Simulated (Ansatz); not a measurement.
`CC(F)(F)CCl` and `CC(F)(F)F` differ in one atom or group.

Ansatz, PBE0-D4/def2-TZVP geometries, multiplicity 1. Each molecule was computed in one conformer, which needn't be the lowest.

```
                                      property  `CC(F)(F)CCl`
size of the dipole moment (PBE/def2-TZVPP) / D           1.58
             LUMO energy (PBE/def2-TZVPP) / eV          -0.56
             HOMO energy (PBE/def2-TZVPP) / eV          -7.34
           HOMO–LUMO gap (PBE/def2-TZVPP) / eV           6.78
           LUMO energy (B3LYP/def2-TZVPP) / eV           0.29
         LUMO energy (ωB97M-V/def2-TZVPP) / eV           2.55
```

(1) What does the change do to each property? (Best estimate.)

Results:

(1) Computed: 
```json
{"property": "size of the dipole moment (PBE/def2-TZVPP) / D", "`CC(F)(F)F`": "2.14", "shift": "0.56"}
{"property": "LUMO energy (PBE/def2-TZVPP) / eV", "`CC(F)(F)F`": "0.65", "shift": "1.21"}
{"property": "HOMO energy (PBE/def2-TZVPP) / eV", "`CC(F)(F)F`": "-9.10", "shift": "-1.76"}
{"property": "HOMO–LUMO gap (PBE/def2-TZVPP) / eV", "`CC(F)(F)F`": "9.75", "shift": "2.97"}
{"property": "LUMO energy (B3LYP/def2-TZVPP) / eV", "`CC(F)(F)F`": "1.05", "shift": "0.76"}
{"property": "LUMO energy (ωB97M-V/def2-TZVPP) / eV", "`CC(F)(F)F`": "2.81", "shift": "0.26"}
```

With PBE0 the HOMO falls by 2.11 eV and the LUMO rises by 0.84 eV, so the gap widens by about 2.95 eV. PBE moves the HOMO by -1.76 eV and ωB97M-V by -2.21 eV. Dipoles are sizes alone; their direction can turn.

B3LYP here is the variant with VWN-RPA as its local correlation; programs differ in this.
